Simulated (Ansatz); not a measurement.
Ansatz (a program for electronic structure) input (r2SCAN/6-311G**): A basis named .json is the Basis Set Exchange file of that set (core-valence sets with the plain set on hydrogen).

Ansatz 0.2 input:
```yaml
crystal:
  periodic: [false, false, false]
  atoms:
    - {symbol: O, position_ang: [0.00702152, 0.00134342, 0.11666744]}
    - {symbol: H, position_ang: [-0.04995842, 0.75929218, -0.47415850]}
    - {symbol: H, position_ang: [-0.00621371, -0.77003954, -0.45918106]}
basis:
  gaussian:
    orbitals: 6-311G__.json
hamiltonian:
  xc: {name: r2SCAN}
magnetization: {spin_polarized: false}
```

Output:

```
Functional definition: r2SCAN
integrals: 0.00 GiB planned
249 factors; their error is unknown
mean field: 0.06 GiB planned
mean field evaluation 1: about -2074.8413 eV, gradient 5.2e1 eV
mean field evaluation 2: about -2068.6915 eV, gradient 7.9e1 eV
mean field evaluation 4: about -2079.1180 eV, gradient 3.6e-1 eV
mean field evaluation 8: about -2079.1011 eV, gradient 9.5e-4 eV
mean field -2079.10108336 eV, -76.4055555483 hartree, gradient 1.0e-5 eV, S^2 0.000000; 0 other end points of the search recorded, 0 dependent functions left out
reference -2079.10108904 eV, -76.4055557570 hartree; 5, 5 occupied and 25, 25 virtual orbitals, 249 factors
Total energy: -2079.10108904 eV, -76.4055557570 hartree
```
